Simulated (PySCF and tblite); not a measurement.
Results of a calculation; reference values are marked as such.
Stationary points of 3-methyl-2-butanol at GFN2-xTB, in Å:

Structure A

```
 1 C     1.142    0.399    1.039
 2 C     0.504   -0.470   -0.046
 3 C     1.397   -0.488   -1.286
 4 C    -0.913    0.011   -0.436
 5 C    -1.935   -0.220    0.678
 6 O    -0.922    1.356   -0.862
 7 H     0.521    0.445    1.931
 8 H     1.314    1.409    0.671
 9 H     2.105   -0.019    1.324
10 H     0.405   -1.491    0.336
11 H     2.413   -0.774   -1.023
12 H     1.018   -1.194   -2.021
13 H     1.417    0.500   -1.739
14 H    -1.228   -0.554   -1.321
15 H    -2.921    0.088    0.337
16 H    -1.971   -1.272    0.948
17 H    -1.684    0.361    1.564
18 H    -0.716    1.910   -0.100
```

Structure B

```
 1 C     1.391    0.762    0.796
 2 C     0.524   -0.283    0.095
 3 C     1.262   -0.839   -1.121
 4 C    -0.864    0.285   -0.330
 5 C    -2.000   -0.510    0.317
 6 O    -1.017    1.664   -0.079
 7 H     0.957    1.065    1.747
 8 H     1.504    1.642    0.168
 9 H     2.377    0.348    0.996
10 H     0.355   -1.108    0.796
11 H     2.205   -1.292   -0.821
12 H     0.663   -1.597   -1.621
13 H     1.474   -0.041   -1.830
14 H    -0.957    0.211   -1.419
15 H    -2.960   -0.105    0.007
16 H    -1.948   -1.554    0.021
17 H    -1.931   -0.450    1.403
18 H    -1.036    1.802    0.875
```

Structure C

```
 1 C     1.593    1.013    0.404
 2 C     0.553   -0.100    0.280
 3 C     1.006   -1.124   -0.758
 4 C    -0.821    0.508   -0.066
 5 C    -1.910   -0.553   -0.229
 6 O    -1.207    1.459    0.906
 7 H     1.234    1.794    1.069
 8 H     1.783    1.457   -0.571
 9 H     2.529    0.621    0.795
10 H     0.461   -0.601    1.253
11 H     2.023   -1.442   -0.541
12 H     0.369   -2.004   -0.755
13 H     0.991   -0.685   -1.753
14 H    -0.734    1.087   -0.992
15 H    -2.877   -0.062   -0.312
16 H    -1.748   -1.145   -1.124
17 H    -1.929   -1.216    0.635
18 H    -1.325    1.000    1.746
```

The path came from a restrained scan, a climbing-image band and a saddle search at GFN2-xTB; energies are BHandHLYP/pcSseg-1 + D3(BJ)//GFN2-xTB, thermal terms GFN2-xTB.

Q: Which structure is a saddle point, and along which motion?

A: B: one imaginary mode (72i cm⁻¹ at GFN2-xTB, mostly on O6, C5, C1), along the rotation about the C2–C4 bond (torsion C1–C2–C4–C5 from 179° to 291°, rising).

Q: Give their symmetry and energies above the lowest.

A: A C1, 0.1 kcal/mol; B C1, 4.3 kcal/mol; C C1, 0.0 kcal/mol.
